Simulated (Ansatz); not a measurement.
Two isomers of C2H6O3: A = `OCOCO`, B = `CC(O)(O)O`.

Computed with Ansatz on PBE0-D4/def2-TZVP structures; ΔE is electronic, products minus reactants. CCSD(T)/CBS adds triple-zeta CCSD(T) − MP2 to the extrapolated MP2 energy (def2 sets, frozen cores). DFT in def2-TZVPP. B3LYP here is the variant with VWN-RPA as its local correlation; programs differ in this. One conformer a species, not always the lowest.

A:

```xyz
11

O    -1.0964   -1.3447    0.7086
C    -0.9706    0.0405    0.7837
O    -0.6403    0.6426   -0.4450
C     0.5398    0.1768   -1.0260
O     1.6647    0.3455   -0.2111
H    -0.2459   -1.7459    0.9025
H    -1.9477    0.4486    1.0404
H    -0.2328    0.3205    1.5443
H     0.4826   -0.8962   -1.2303
H     0.6285    0.7239   -1.9687
H     1.8179    1.2884   -0.0984
```

B:

Z-matrix (Å, degrees):
```
C
C 1 1.516
H 1 1.091 2 110.5
H 1 1.091 2 110.5 3 -119.2
H 1 1.089 2 109.0 3 120.4
O 2 1.400 1 106.9 3 59.6
O 2 1.392 1 112.6 3 -62.6
O 2 1.392 1 112.6 3 -178.3
H 6 0.965 2 106.1 1 179.9
H 7 0.961 2 107.1 1 59.5
H 8 0.961 2 107.1 1 -59.2
```

(1) Which is lower in electronic energy at CCSD(T)/CBS, and by how much? (An estimate is asked.)

(2) Give E(B) − E(A) in kJ/mol with ωB97M-V, B3LYP-D4, CCSD(T)/def2-TZVPP, CCSD/def2-TZVPP, PBE-D4, PBE0-D4, HF/def2-TZVPP. (Best estimate.)

Largest T1 diagnostic: 0.012.

Answers

(1) Computed: B, by 89.3 kJ/mol.

(2) The calculation gave: ωB97M-V -89.1, B3LYP-D4 -78.1, CCSD(T)/def2-TZVPP -86.7, CCSD/def2-TZVPP -86.2, PBE-D4 -81.1, PBE0-D4 -86.3, HF/def2-TZVPP -80.1. None reverses the order clearly.

From PBE to PBE0 (25 % exact exchange), in def2-TZVPP and without D4, E(B) − E(A) moves by −5.4 kJ/mol. In def2-TZVPP, CCSD(T) changes the Hartree–Fock value by −6.6 kJ/mol (the triples alone add −0.4 kJ/mol) and MP2 by −11.4 kJ/mol.
